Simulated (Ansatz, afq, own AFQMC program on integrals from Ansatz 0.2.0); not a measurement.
Where AFQMC and coupled cluster stand for CH$_{2}$N, quartet

```
atom    x (Å)    y (Å)    z (Å)
   N  -0.0265  -0.1153   0.5832
   C   0.1025   0.0905  -0.6578
   H  -0.2493   0.6551   1.0064
   H  -0.6031  -0.1309  -1.2721
```

Connectivity, by distances: NH–CH.

Basis cc-pVDZ. Noble-gas cores (and the filled d shells of Ga–Kr and In–Xe) are frozen. Ansatz 0.2.0 and our own AFQMC program on the same integrals; the CISD trial comes from CCSD amplitudes, and released means the phaseless constraint is let go. Uncertainties: one standard error, sampling alone.

Determinant: UHF, the one that the program's search chose, which needn't be the lowest solution. The geometry is a point of a scan.

No full CI on the walks' own integrals is used here; CCSDT(Q) serves as the reference and is uncertain by about the last step of the cluster series.

Cautions: lower spins were not checked.

```
T1 diagnostic                               : 0.0189
weight of the determinant in the CISD state : 0.917
⟨S²⟩ of the determinant                     : 3.761
size of the correlated space                : 11 electrons in 36 orbitals
```

```tsv
level	correlation energy (eV)
MP2	-5.6900
CCSD	-6.4710
CCSD(T)	-6.6007
```

(1) Estimate where phaseless AFQMC with a CISD trial lies against CCSD(T) on the same integrals.

(1) 0.68 ± 0.28 mEh below CCSD(T).

Reference: CCSDT(Q), correlation energy -6.625 eV. The released energy is read at 2.40 1/Eh (meV from the phaseless value at times in 1/Eh: 17 ± 12 at 0.24, -1 ± 9 at 0.51, -4 ± 9 at 0.99, -5 ± 11 at 1.62, -15 ± 15 at 2.40).

```csv
level,E − E(reference) (mEh),share of correlation (%)
CCSD(T),0.89,99.64
CCSDT,0.27,99.89
ph-AFQMC/CISD,0.21 ± 0.28,99.92
released AFQMC,-0.35 ± 0.54,100.14
```

Released energies are given only where the last usable release times agree within the noise; a slower fall can still hide under it.
